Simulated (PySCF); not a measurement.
**SiB (quartet): changing the method**

What do other methods print for SiB (quartet)?

Program: PySCF 2.14.0. Level of theory: method and basis as typed in the scripts. These are calculated values, not measurements.

3 further runs of the same task are left out: 3 that didn't finish.

## 1. The starting structure

SiB (quartet): 2 atoms, charge 0, spin multiplicity 4.

Bond lengths: Si1–B2 2.026 Å.

## 2. The base run

File input.py:

```python
from pyscf import gto, scf, cc

mol = gto.M(
    atom='Si 0 0 0; B 0 0 2.026',
    basis='def2-svpd',
    charge=0,
    spin=3,
    verbose=4,
)
mf = scf.UHF(mol)
mf = mf.density_fit(auxbasis='def2-universal-jkfit')
mf.kernel()
mycc = cc.CCSD(mf)
mycc.kernel()
e = mycc.ipccsd(nroots=3)[0]
print('roots (eV) =', (e*27.211386).round(3))
mf.dip_moment()
print('orbital energies (hartree):', [e[max(0, n-3):n+3].round(4) for e, n in zip(mf.mo_energy, mol.nelec)])
```

Command:

```bash
OMP_NUM_THREADS=1 python input.py
```

## 3. CASSCF (ROHF)

Edit 1 changes step after the SCF: eomip → casscf; SCF type: UHF → ROHF; active space: none → 7 electrons in 6 orbitals.

File input.py:

```python
from pyscf import gto, scf, mcscf

mol = gto.M(
    atom='Si 0 0 0; B 0 0 2.026',
    basis='def2-svpd',
    charge=0,
    spin=3,
    verbose=4,
)
mf = scf.ROHF(mol)
mf = mf.density_fit(auxbasis='def2-universal-jkfit')
mf.kernel()
mc = mcscf.CASSCF(mf, 6, 7)
mc.kernel()
mc.analyze()
mf.dip_moment()
print('orbital energies (hartree):', mf.mo_energy[..., max(0, mol.nelec[1]-3):mol.nelec[0]+3].round(4))
```

## 4. Population analysis

Edit 2 changes step after the SCF: eomip → analyze.

File input.py:

```python
from pyscf import gto, scf

mol = gto.M(
    atom='Si 0 0 0; B 0 0 2.026',
    basis='def2-svpd',
    charge=0,
    spin=3,
    verbose=4,
)
mf = scf.UHF(mol)
mf = mf.density_fit(auxbasis='def2-universal-jkfit')
mf.kernel()
mf.analyze()
print('orbital energies (hartree):', [e[max(0, n-3):n+3].round(4) for e, n in zip(mf.mo_energy, mol.nelec)])
```

## 5. SCF alone

Edit 3 changes step after the SCF: eomip → none.

Edit input.py of step 2 so:

```diff
@@ -1,2 +1,2 @@
-from pyscf import gto, scf, cc
+from pyscf import gto, scf
 
@@ -12,6 +12,2 @@
 mf.kernel()
-mycc = cc.CCSD(mf)
-mycc.kernel()
-e = mycc.ipccsd(nroots=3)[0]
-print('roots (eV) =', (e*27.211386).round(3))
 mf.dip_moment()
```

## 6. Number of roots 15

Edit 4 changes number of roots: 3 → 15.

Edit input.py of step 2 so:

```diff
@@ -14,3 +14,3 @@
 mycc.kernel()
-e = mycc.ipccsd(nroots=3)[0]
+e = mycc.ipccsd(nroots=15)[0]
 print('roots (eV) =', (e*27.211386).round(3))
```

## 7. CCSD(T)

Edit 5 changes step after the SCF: eomip → ccsd(t); frozen orbitals: none → 6.

Edit input.py of step 2 so:

```diff
@@ -12,6 +12,5 @@
 mf.kernel()
-mycc = cc.CCSD(mf)
+mycc = cc.CCSD(mf, frozen=6)
 mycc.kernel()
-e = mycc.ipccsd(nroots=3)[0]
-print('roots (eV) =', (e*27.211386).round(3))
+mycc.ccsd_t()
 mf.dip_moment()
```

## 8. RHF

Edit 6 changes SCF type: UHF → RHF.

Edit input.py of step 2 so:

```diff
@@ -9,3 +9,3 @@
 )
-mf = scf.UHF(mol)
+mf = scf.RHF(mol)
 mf = mf.density_fit(auxbasis='def2-universal-jkfit')
@@ -17,2 +17,2 @@
 mf.dip_moment()
-print('orbital energies (hartree):', [e[max(0, n-3):n+3].round(4) for e, n in zip(mf.mo_energy, mol.nelec)])
+print('orbital energies (hartree):', mf.mo_energy[..., max(0, mol.nelec[1]-3):mol.nelec[0]+3].round(4))
```

Q: Predict the outcome of this session. Wanted: for each run, E(SCF); from base; gap, α spin; SCF dipole; after the SCF.

As calculated:

| run | E(SCF) (hartree) | from base (eV) | cycles | gap, α spin (eV) | SCF dipole (D) | after the SCF |
| --- | --- | --- | --- | --- | --- | --- |
| base | -313.338342 | 0 | 14 | 9.45 | 0.01 | CCSD correlation -4.230 eV, first root 8.74 eV |
| CASSCF (ROHF) | -313.336252 | +0.0569 | 13 | n/a | 0.14 | CASSCF correlation -0.528 eV |
| population analysis | -313.338342 | 0.0000 | 14 | 9.45 | 0.01 | n/a |
| SCF alone | -313.338342 | 0.0000 | 14 | 9.45 | 0.01 | n/a |
| number of roots 15 | -313.338342 | 0.0000 | 14 | 9.45 | 0.01 | CCSD correlation -4.230 eV, first root 8.74 eV |
| CCSD(T) | -313.338342 | 0.0000 | 14 | 9.45 | 0.01 | CCSD(T) correlation -4.204 eV, core frozen |
| RHF | -313.336252 | +0.0569 | 13 | n/a | 0.14 | CCSD correlation -4.284 eV, first root 8.74 eV |

**Reading.** Total energies from different bases, Hamiltonians or methods carry different errors, so properties are taken as differences within one set-up.
